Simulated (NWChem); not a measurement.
## Atomisation of chlorine (Cl$_{2}$)

```xyz
2

Cl     0.0000     0.0000     1.0128
Cl     0.0000     0.0000    -1.0128
```
Charge 0, spin multiplicity 1.

Everything below was run with NWChem. All single points use one geometry, from PBE0/def2-SVP, a minimum by its harmonic frequencies.

Basis set: def2-TZVP. The atomisation energy is electronic alone: no zero-point, thermal, spin-orbit or counterpoise terms. No value is extrapolated to the basis-set limit. Free atoms are single determinants with multiplicities Cl 2. Correlated methods freeze the same cores in atoms and molecule, 10 orbitals in all.

The stability of the SCF solutions was not checked. Open-shell Hartree-Fock references start from PBE0 orbitals. Coupled-cluster values serve here as a point of comparison, not as the truth.

Q: For the atomisation energy, M06-2X gives 59.1 kcal/mol and CCSD(T) gives 52.6 kcal/mol. What do BP86, PBE, MP2 give?

A: BP86: 63.9 kcal/mol; PBE: 65.4 kcal/mol; MP2: 57.1 kcal/mol.
